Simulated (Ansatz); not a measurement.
Worked example: HAl–PH2, quartet against HAl–PH₂, doublet

Geometry (PBE0/def2-TZVP stationary point of a doublet), kept for both states (HAl–PH2, doublet: A; HAl–PH2, quartet: A):

```
atom    x (Å)    y (Å)    z (Å)
  Al   0.0423  -0.1196   1.2542
   P  -0.0905   0.0684  -1.0795
   H  -0.0527   1.2620   2.0668
   H   1.0351   0.9397  -1.1140
   H   0.6648  -1.1014  -1.3537
```

Basis cc-pVDZ; Ansatz 0.2.0. Correlated methods freeze the noble-gas cores. Prefix R: restricted or restricted open-shell reference; prefix U: unrestricted.

Full CI isn't at hand for all of this; UCCSDT(Q) serves as the reference, and is uncertain by about the last step of the cluster series.

| level | E(HAl–PH2, doublet) (hartree) | E(HAl–PH2, quartet) (hartree) |
| --- | --- | --- |
| UHF | -584.370250 | -584.250503 |
| UMP2 | -584.543940 | -584.403817 |
| UCCSD(T) | -584.586251 | -584.450010 |
| PBE | -585.232176 | -585.099761 |
| wB97M-V | -585.481990 | -585.332485 |
| UCCSDT(Q) | -584.587731 | -584.451912 |

Task: Give the vertical gap, HAl–PH2 quartet less HAl–PH2 doublet, at each level in eV (1 hartree = 27.2114 eV), and each error against UCCSDT(Q).

Result: UCCSDT(Q): (-584.451912 − (-584.587731)) × 27.2114 = 3.696 eV (the reference)
wB97M-V: (-585.332485 − (-585.481990)) × 27.2114 = 4.068 eV, error 0.372 eV
PBE: (-585.099761 − (-585.232176)) × 27.2114 = 3.603 eV, error -0.093 eV
UCCSD(T): (-584.450010 − (-584.586251)) × 27.2114 = 3.707 eV, error 0.011 eV
UMP2: (-584.403817 − (-584.543940)) × 27.2114 = 3.813 eV, error 0.117 eV
UHF: (-584.250503 − (-584.370250)) × 27.2114 = 3.258 eV, error -0.438 eV

Total energies of functionals can't be set beside those of wave-function methods, since they hold the core's correlation and their own absolute errors; only the differences compare.

In so small a basis the reference is far from its limit while semilocal and hybrid functionals are nearer theirs, so the functionals' errors here hold much of the reference's basis and frozen-core error, which can add to them or hide them.

Each level lands on the state that its own search finds; the functionals scatter so widely here that some may stand on another one. T1 diagnostics of restricted CCSD: 0.021 and 0.044.
